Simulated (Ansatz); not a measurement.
Relaxation of H4O2Si (7 atoms, charge 0, multiplicity 1), to a largest force component of 0.03 eV/Å in at most 50 steps.

Computed with RKS B3LYP/def2-SVP in Ansatz 0.2.0.

```xyz
7
Properties=species:S:1:pos:R:3:forces:R:3
Si 0.209 -0.022 0.021 0.42 -0.04 0.41
O 0.611 -0.089 1.631 -0.63 -0.06 0.47
H -0.079 -0.152 2.302 -0.03 -0.01 0.02
H 1.601 0.085 -0.380 0.36 0.13 -0.94
O -0.698 1.303 -0.403 -0.01 0.01 0.02
H -1.595 1.157 -0.720 -0.01 -0.01 -0.01
H -0.481 -1.244 -0.487 -0.10 -0.01 0.03
```

Question: Where does it end, and by what steps?

Answer: It converged. The force dipped under the threshold on the way, but the program's further checks kept it going. After 9 steps the energy has fallen by 0.137 eV; H6 moved furthest, 0.20 Å.

```
step  energy less start (eV)  largest force component (eV/Å)  accepted
   0                  0.0000                           0.943       yes
   1                 -0.1235                           0.277       yes
   2                 -0.1313                           0.147       yes
   3                 -0.1304                           0.415        no
   4                 -0.1336                           0.076       yes
   5                 -0.1348                           0.125       yes
   6                 -0.1362                           0.024       yes
   7                  0.0831                           3.409        no
   8                 -0.1364                           0.038       yes
   9                 -0.1371                           0.005       yes
```

```xyz
7
Properties=species:S:1:pos:R:3
Si 0.272 -0.019 0.028
O 0.521 -0.022 1.673
H -0.223 -0.228 2.251
H 1.617 0.115 -0.566
O -0.620 1.276 -0.516
H -1.580 1.197 -0.525
H -0.420 -1.282 -0.380
```

Run time: 19 s on 1 thread of Arm Neoverse V1, with other jobs on the host, peak memory 0.12 GiB.
